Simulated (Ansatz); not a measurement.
## Correlation methods on BN, triplet

Calculated in Ansatz's Gaussian-basis code; BCCD by scripts on PySCF. Settings: STO-3G; 2 core orbitals frozen; no relativity. Perturbation and coupled-cluster methods stand on the Hartree–Fock determinant that coupled cluster favours; RHF here means ROHF, with semicanonical perturbation theory. The state met can change along the bond. A minimal or small basis: far from the basis limit. The unrestricted determinant is a mixture of spins, so it may stand for another state.

Correlation energy of CCSD(T), then each method's total less that of CCSD(T), in eV:

```
       case  E corr CCSD(T)    CCSD    BCCD  BCCD(T)   determinant
1.264 Å RHF          -2.828  +0.102  +0.154   +0.006             –
1.264 Å UHF          -2.725  +0.088  +0.144    0.000  ⟨S²⟩ = 2.080
1.796 Å RHF          -2.309  +0.044  +0.062   +0.003             –
1.796 Å UHF          -1.955  +0.036  +0.058   +0.003  ⟨S²⟩ = 2.470
2.195 Å RHF          -3.311  +0.028  +0.037   +0.005             –
2.594 Å RHF          -5.010  +0.014  +0.013   +0.002             –
3.791 Å UHF          -1.091   0.000   0.000    0.000  ⟨S²⟩ = 2.999
```

**Question.** How far does full CI lie from CCSD(T) in each case, and where is CCSD(T) within 1 kcal/mol (0.043 eV)?

**Answer.** 1.264 Å RHF: -0.038 eV (within); 1.264 Å UHF: -0.046 eV (outside); 1.796 Å RHF: -0.031 eV (within); 1.796 Å UHF: -0.031 eV (within, spin-contaminated determinant); 2.195 Å RHF: -0.022 eV (within); 2.594 Å RHF: +0.002 eV (within); 3.791 Å UHF: 0.000 eV (within, spin-contaminated determinant).

**Question.** Which method comes nearest to full CI in total energy for 1.264 Å RHF?

**Answer.** CCSD(T), 0.038 eV away; next BCCD(T) (0.044 eV), last BCCD (0.192 eV).

Several Brueckner solutions were met.
